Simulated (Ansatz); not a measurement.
# CH₄ (singlet): from Hartree-Fock to the top rungs at scale of all distances = 1.472, 6-31G

How much of the correlation energy of CH₄ (singlet) does each wave-function method recover here?

Program: Ansatz 0.2.0, Gaussian basis. Level of theory: 6-31G, core rule «outside noble gas», up to 1 orbitals frozen. These are calculated values, not measurements.

The runs, in order: UHF; CCSD(T) on RHF; CCSD(T) on UHF; BCCD(T) on RHF; CISD; CCSDT(Q) on RHF; CCSDT(Q) on UHF; CISDTQ; CCSDTQ on RHF; CCSDTQ on UHF; CASSCF and MRCISD+Q, 2 electrons in 2 orbitals; CASSCF and NEVPT2, 2 electrons in 2 orbitals; CASSCF and MRCISD+Q, 8 electrons in 8 orbitals; CASSCF and NEVPT2, 8 electrons in 8 orbitals; Full CI.

16 further runs of the same task are left out: 2 for a known fault of the program, 12 that didn't finish, 2 set aside as unsound or not needed. Runs told in other sessions of the task aren't counted.

## (1) What is computed

The geometry derives from a PBE0/def2-TZVP stationary point (not a proven minimum). All distances are scaled together.

5 atoms, charge 0, spin multiplicity 1.

Atoms are counted from 1 here; the program's logs count them from 0.

No contacts short enough for the rule that draws bonds.

## (2) UHF

Contents of in.yaml:

```yaml
crystal:
  periodic: [false, false, false]
  atoms:
    - {symbol: C, position_ang: [0.000000, 0.000000, 0.000000]}
    - {symbol: H, position_ang: [0.924470, 0.927376, 0.926215]}
    - {symbol: H, position_ang: [-0.929687, -0.922549, 0.925814]}
    - {symbol: H, position_ang: [-0.922347, 0.924659, -0.931036]}
    - {symbol: H, position_ang: [0.927564, -0.929486, -0.920993]}
basis:
  gaussian: {orbitals: 6-31G}
magnetization: {spin_polarized: true, initial_magnetization: 0}
hamiltonian: {xc: hf}
output: {orbitals: {seedname: orbitals}}
```

Started as:

```sh
> ansatz run in.yaml --threads 1 --pin off --events-out ev --progress --plain --max-ram 2393MiB
```

After this run come: CCSD(T) on RHF; CCSD(T) on UHF; BCCD(T) on RHF; CISD; CCSDT(Q) on RHF; CCSDT(Q) on UHF; CISDTQ; CCSDTQ on RHF; CCSDTQ on UHF; CASSCF and MRCISD+Q, 2 electrons in 2 orbitals; CASSCF and NEVPT2, 2 electrons in 2 orbitals; CASSCF and MRCISD+Q, 8 electrons in 8 orbitals; CASSCF and NEVPT2, 8 electrons in 8 orbitals; Full CI.

Before running them: what should the planned runs give, taken together? Wanted: FCI from the RHF energy; RMP2 from FCI; RCCSD from FCI; RCCSD(T) from FCI; RCCSDT(Q) from FCI; NEVPT2 pair from FCI; MRCISD+Q pair from FCI; NEVPT2 valence from FCI; T1 diagnostic.

**Answer**, as computed:

| quantity | value |
| --- | --- |
| FCI from the RHF energy | -5.1518 eV |
| RMP2 from FCI | +1296.1 meV |
| RCCSD from FCI | +219.5 meV |
| RCCSD(T) from FCI | +28.6 meV |
| RCCSDT(Q) from FCI | +1.4 meV |
| NEVPT2 pair from FCI | +1094.9 meV |
| MRCISD+Q pair from FCI | +2.2 meV |
| NEVPT2 valence from FCI | +158.4 meV |
| levels within 1 kcal/mol (43 meV) | RCCSD(T), BCCD(T), RCCSDT, RCCSDT(Q), RCCSDTQ, MRCISD+Q pair, MRCISD valence, MRCISD+Q valence |
| T1 diagnostic | 0.017 |
| effectively unpaired electrons | 0.25 |

**Reading.** RCCSD(T) lands +28.6 meV from the yardstick (0.6 % of the correlation energy). The occupations show static correlation (0.25 effectively unpaired electrons where one determinant has 0). Of the multireference levels listed MRCISD+Q pair comes nearest in total energy (+2.2 meV), which doesn't show that its space is the better one. These misses are within one basis, not against nature.
